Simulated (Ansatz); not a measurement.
Several settings on one geometry of MgS₂⁻ (the lowest doublet isomer of a short search) (that of the charge -1 doublet, PBE0-D4/def2-TZVPD). Ansatz on 4 threads of Arm Neoverse V1 on a shared host; times are rough.

```tsv
atom	x (Å)	y (Å)	z (Å)
Mg1	-0.672	0.282	-1.183
S2	0.899	-0.918	0.087
S3	-0.227	0.636	1.096
```

Totals from different functionals, basis sets or treatments of relativity can't be compared as stabilities.

The 6-31G sets use Cartesian d functions. B3LYP takes the VWN-RPA correlation.

Question: Give the basis size and estimate the energy, ⟨S²⟩ and time of these runs.

| run | method | charge | state | further keys |
| --- | --- | --- | --- | --- |
| 1 | ROKS B3LYP-D4/def2-TZVPP | -1 | doublet | final_grid: {core_spheres: 8, valence_spheres: 7, degree: 23}; scf: {lower_state_search: full}; forces asked |
| 2 | UKS revPBE/STO-3G | -1 | doublet | scf: {omitted_lower_state_checks: [starts]} |
| 3 | UKS revPBE-D3(BJ)-ATM/6-31++G** | -1 | doublet | accuracy: high; forces asked |

Answer: 
| run | functions | energy (Eh) | ⟨S²⟩ | wall time |
| --- | --- | --- | --- | --- |
| 1 | 116 | -996.6317 | – | 4.4 s |
| 2 | 27 | -984.7041 | 0.75 | 0.3 s |
| 3 | 69 | -996.3225 | 0.75 | 9.5 s |

The highest occupied level of an anion often lies above zero with these methods, and sets without diffuse functions describe the outer electron poorly.
